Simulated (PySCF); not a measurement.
TDDFT excited states: [C5H12N]+

Compound: C5H12N (charge +1).
InChI=1S/C5H11N/c1-4-5(2)6-3/h4-6H,1H2,2-3H3/p+1/t5-/m0/s1

Method: PySCF 2.14.0, density-fitted response routines, TDDFT CAM-B3LYP/def2-SVPD, vertical, gas phase, core orbitals frozen in the response. One conformer (not necessarily the lowest) at the PBE0-D3(BJ)/def2-SVP geometry, without solvent, vibrations or thermal averaging. Torsions of this conformer, `[CH2:1]=[CH:2][C@H:3]([CH3:4])[NH2+:5][CH3:6]`: C1–C2–C3–C4 -131°, C2–C3–N5–C6 -171°.

```
state  λ (nm)  E (eV)       f  |μ| (D)   main configurations (H = HOMO, L = LUMO)
   S1   169.1    7.33   0.189     2.61                                  H→L (95%)
   S2   163.0    7.61   0.296     3.21                                H→L+1 (91%)
   S3   155.0    8.00  0.0043     0.38                 H-1→L+1 (48%), H-1→L (41%)
   S4   151.4    8.19   0.017     0.74                                H→L+2 (90%)
   S5   141.3    8.77   0.040     1.10      H→L+3 (43%), H→L+5 (19%), H→L+6 (14%)
   S6   139.4    8.89  0.0050     0.39                   H→L+4 (56%), H→L+3 (27%)
   S7   136.6    9.08  0.0040     0.34  H-3→L+1 (22%), H-3→L (19%), H-2→L+1 (16%)
   S8   131.7    9.42   0.014     0.62                 H-1→L (51%), H-1→L+1 (34%)
   S9   128.7    9.63  0.0034     0.31                   H→L+5 (45%), H→L+6 (24%)
  S10   128.0    9.69  0.0055     0.39  H-2→L (29%), H-3→L+1 (13%), H-2→L+1 (13%)
```

Triplets (Tamm–Dancoff): T1 4.36 eV, H→L+1 (55%), H→L (36%); T2 7.26 eV, H→L (55%), H→L+1 (33%); T3 7.47 eV, H-1→L+1 (49%), H-1→L (38%); T4 8.09 eV, H→L+2 (89%).

The lowest singlet lies at 7.33 eV (169 nm, vacuum ultraviolet) and is strong; its leading configuration is HOMO→LUMO (95%). The strongest level in the table is S2 at 7.61 eV (163 nm, f = 0.296). Löwdin shares by element: HOMO carbon 82% or more (atoms not listed hold the other 18%); LUMO hydrogen 27% or more, carbon 27% or more (atoms not listed hold the other 46%). The listed states span 2.36 eV, and the widest gap between neighbours is 0.58 eV (S4 to S5). Of the 10 states listed, 5 reach f = 0.01 and none stays under 0.0005. The oscillator strengths of these states sum to 0.579; summed over the whole spectrum of an exact calculation they would give the number of electrons, 48 (Thomas–Reiche–Kuhn). All these states lie below the vertical ionisation energy of 14.57 eV (ΔSCF). The window holds the lowest 10 singlets.
